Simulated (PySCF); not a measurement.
Gas-phase reaction: AlH3 + AlCl = AlH + AlH2Cl

Method: PySCF energies (xtb for GFN2) plus ideal-gas RRHO corrections (1 bar). † marks an energy on the PBE0/def2-TZVP geometry and frequencies; other levels use their own. 6-31G* has spherical d functions here. All species are closed-shell singlets. AlH3, AlH2Cl: computed as isolated molecules; such fragments, hydroxides, amides, oligomers or adducts are transient or little studied in the gas. The harmonic model lacks anharmonicity and excited electronic states, which grow with temperature; levels with a mode under 35 cm⁻¹ are left out.

ΔH° and ΔS° at 298 K: GFN2-xTB 47 kJ, 7 J/K; HF/6-31G* 51 kJ, 5 J/K; PBE/def2-TZVP† 60 kJ, 6 J/K; LDA/def2-TZVP† 62 kJ, 6 J/K; ωB97M-V/def2-TZVP† 59 kJ, 6 J/K.

Problem. With the heat capacities included, give log10 K (1 bar) at 500, 600, 1800, 2000, 2500 K from GFN2-xTB, HF/6-31G*, PBE/def2-TZVP†, LDA/def2-TZVP†, ωB97M-V/def2-TZVP†.

Solution. 
```csv
T (K),GFN2-xTB,HF/6-31G*,PBE/def2-TZVP†,LDA/def2-TZVP†,ωB97M-V/def2-TZVP†
500,-4.5,-5.1,-5.9,-6.1,-5.9
600,-3.7,-4.2,-4.9,-5.0,-4.8
1800,-0.9,-1.1,-1.3,-1.4,-1.3
2000,-0.7,-1.0,-1.2,-1.2,-1.1
2500,-0.5,-0.7,-0.8,-0.9,-0.8
```
